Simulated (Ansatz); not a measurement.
# C2H2ClFS: a ladder of functionals and wavefunction methods

How much do the methods differ for C2H2ClFS? The plan is to run it at one geometry with functionals of several rungs and with coupled cluster. The yardstick is the atomisation energy at the CCSD(T) limit.

Method: functionals in def2-TZVPP, the program's frozen cores in correlated methods; program: Ansatz 0.2.0, Gaussian basis.

Levels to be run: LDA (SPW92), PBE-D4, revPBE-D4, BLYP-D4, r2SCAN-D4, B97M-V, PBE0-D4, B3LYP-D4, r2SCANh-D4, r2SCAN0-D4, HSE06-D4, BHLYP-D4, CAM-B3LYP-D4, LC-ωPBE, ωB97X-V, ωB97M-V, B2PLYP, PBE-QIDH; CCSD(T)/def2-SVP; CCSD(T)/def2-TZVPP; MP2/def2-QZVPP; extrapolation to the limit; RPA on PBE.

## Step 1: Structure used throughout

The geometry comes from an earlier relaxation with PBE0-D4 in a triple-zeta def2 set; it is a stationary point, not always the lowest conformer.

SMILES `FC(Cl)C=S`, 7 atoms, charge 0, spin multiplicity 1.

Atoms are counted from 1 here; the program's logs count them from 0.

Bond lengths: F1–C2 1.357 Å, C2–Cl3 1.779 Å, C2–C4 1.495 Å, C2–H6 1.089 Å, C4–S5 1.600 Å, C4–H7 1.092 Å. Angles: F1–C2–Cl3 109.1°, F1–C2–C4 109.9°, F1–C2–H6 109.7°, Cl3–C2–C4 107.5°, Cl3–C2–H6 107.8°, C4–C2–H6 112.8°, C2–C4–S5 123.6°, C2–C4–H7 113.5°, S5–C4–H7 122.9°.

## Step 2: LDA

This LDA is Slater exchange with PW92 correlation.

in.yaml reads:

```yaml
crystal:
  periodic: [false, false, false]
  atoms:
    - {symbol: F, position_ang: [-1.299813, -0.803912, 0.757473]}
    - {symbol: C, position_ang: [-0.337775, -0.515076, -0.155565]}
    - {symbol: Cl, position_ang: [0.893643, -1.798965, -0.128031]}
    - {symbol: C, position_ang: [0.339648, 0.767085, 0.207802]}
    - {symbol: S, position_ang: [0.570173, 1.969290, -0.821989]}
    - {symbol: H, position_ang: [-0.772883, -0.493390, -1.153647]}
    - {symbol: H, position_ang: [0.668208, 0.806969, 1.248256]}
basis:
  gaussian: {orbitals: def2-TZVPP}
hamiltonian: {xc: lda}
output: {orbitals: {seedname: orbitals}}
```

Started as:

```bash
> ansatz run in.yaml --threads 2 --pin off --events-out ev --progress --plain --max-ram 4352MiB
```

The runs that follow: PBE-D4 (GGA); revPBE-D4 (GGA); BLYP-D4 (GGA); r2SCAN-D4 (meta-GGA); B97M-V (meta-GGA); B3LYP-D4 (hybrid); r2SCANh-D4 (hybrid); r2SCAN0-D4 (hybrid); HSE06-D4 (hybrid); BHLYP-D4 (hybrid); CAM-B3LYP-D4 (range-separated); LC-ωPBE (range-separated); ωB97X-V (range-separated); ωB97M-V (range-separated); B2PLYP (double hybrid); PBE-QIDH (double hybrid); CCSD(T) in def2-SVP; CCSD(T) in def2-TZVPP; MP2 in def2-QZVPP; RPA on PBE orbitals.

**Question.** What will the summary of the whole plan be? Wanted: atomisation energy, CCSD(T)/CBS; farthest beyond LDA; mean size of error, GGA; mean size of error, meta-GGA; mean size of error, hybrid; mean size of error, range-separated; mean size of error, double hybrid; gap, smallest and largest; T1 diagnostic.

The runs gave:

```
                               quantity                                                  value
        atomisation energy, CCSD(T)/CBS                                          2547.0 kJ/mol
 functionals within 12.7 kJ/mol (0.5 %)  B3LYP-D4, r2SCANh-D4, CAM-B3LYP-D4, ωB97X-V, PBE-QIDH
                    farthest beyond LDA                               BHLYP-D4 (-136.9 kJ/mol)
                mean size of error, GGA                                            59.7 kJ/mol
           mean size of error, meta-GGA                                            22.3 kJ/mol
             mean size of error, hybrid                                            45.8 kJ/mol
    mean size of error, range-separated                                            12.5 kJ/mol
      mean size of error, double hybrid                                            20.0 kJ/mol
              gap, smallest and largest               1.91 eV (LDA (SPW92)), 9.23 eV (LC-ωPBE)
                          T1 diagnostic                                                 0.0137
triples share of the correlation energy                                                  4.3 %
```

What this shows: The LDA atomisation energy is off by 510.9 kJ/mol (20 %): it overbinds. PBE-D4 misses by +125.5 kJ/mol. Double hybrids carry the basis error of their MP2 part in triple zeta, and no dispersion term here, so their miss is partly the set-up's. By mean error the best rung here is range-separated (12.5 kJ/mol) and the worst beyond LDA is GGA (59.7 kJ/mol). Misses under about 12.7 kJ/mol are within the doubt on the reference itself, which lacks core-valence correlation, relativity and higher excitations. Hartree-Fock recovers 67 % of the binding; the rest is correlation. CCSD(T) in def2-SVP is off by -157.1 kJ/mol, more than most functionals: a good method in a small basis is no reference. Orbital gaps span 1.9 to 9.2 eV; exact exchange widens them. The restricted reference is unstable towards a spin-broken one.
